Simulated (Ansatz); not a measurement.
**PH⁻, quartet: reading a ladder of total energies**

Geometry: that of the PH⁻, doublet, kept fixed. The doublet lies 1.7 eV lower here.

```xyz
2

P     0.0000    0.0000    0.0000
H     0.0000    0.0000    1.4426
```

Basis 6-31++G** (Cartesian d functions); Ansatz 0.2.0. Correlated methods freeze the noble-gas cores, which leaves 7 electrons in 24 orbitals. R marks a restricted (for open shells ROHF) determinant, U an unrestricted one. This anion state lies near or above the neutral species, so the extra electron is weakly bound or unbound and the energies hang on the diffuse functions.

Full CI is exact within this basis and frozen core; it isn't the basis-set limit. The frozen core follows each run's orbitals, which can shift R against U totals by a few meV.

Runs differ by some tens of microhartree through their thresholds and, for an open shell, their frozen cores, so the step to full CI, which has another core, is uncertain by up to 0.1 kcal/mol.

| level | total energy (hartree) |
| --- | --- |
| UHF | -341.210975 |
| UMP2 | -341.293053 |
| UCCSD | -341.314381 |
| UCCSD(T) | -341.316871 |
| UCCSDT | -341.317497 |
| UCCSDT(Q) | -341.317576 |
| full CI | -341.317575 |

Problem. What is the correlation energy at full CI, and what share of it do UMP2 and UCCSD recover?

Solution. E(corr) = -341.317575 − (-341.210975) = -0.106600 hartree = -2.901 eV. UMP2: -0.082078 / -0.106600 = 77.00 %. UCCSD: -0.103406 / -0.106600 = 97.00 %.

Problem. By how many kcal/mol does UCCSD(T) miss full CI (1 hartree = 627.509 kcal/mol), and which steps make up the rest?

Solution. -341.316871 − (-341.317575) = 0.000704 hartree = 0.44 kcal/mol. Steps: UCCSDT − UCCSD(T) = -0.39, UCCSDT(Q) − UCCSDT = -0.05, full CI − UCCSDT(Q) = 0.00 kcal/mol. That is within 1 kcal/mol of the reference in this basis, which itself misses far more of the correlation at the basis-set limit.
